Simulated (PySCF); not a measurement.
# BrH4O: the cost of one run

Programs: PySCF 2.14.0. All values are calculated, for the isolated system unless a continuum is named. Atoms count from 0, parts from 1.

### Step 1. The system as given

6 atoms, charge 1, multiplicity 1; geometry: GFN2-xTB. Parts: 1 = atoms 0–1, `Br`, charge 0; 2 = atoms 2–5, `[OH3+]`, charge 1.

### Step 2. Geometry optimisation at PBE0-D3(BJ)/def2-TZVPD

What the job is given:

```
{"job": {"xc": "PBE0", "basis": "def2-TZVPD", "d3": "d3bj", "grid": 3, "kind": "geom", "shake": 0.01}, "charge": 1, "multiplicity": 1, "parts": [{"atoms": "0-1", "charge": 0, "multiplicity": 1}, {"atoms": "2-5", "charge": 1, "multiplicity": 1}]}
Br     0.649190     0.117506     0.418056
H     -0.576591     0.205526    -0.267298
O      3.827822     0.424910     0.364884
H      2.903741     0.402047     0.142091
H      4.142676    -0.459072     0.675995
H      4.014411     1.121450     1.046751
```

Launch:

```
> OMP_NUM_THREADS=1 python cluster_run.py task.json out
```

This one command runs all jobs of the session in turn.

**Question.** How long does this first job take on 1 thread of Arm Neoverse V2, shared host, and how much memory does it need?

About 38 s, with a peak of 0.58 GiB.
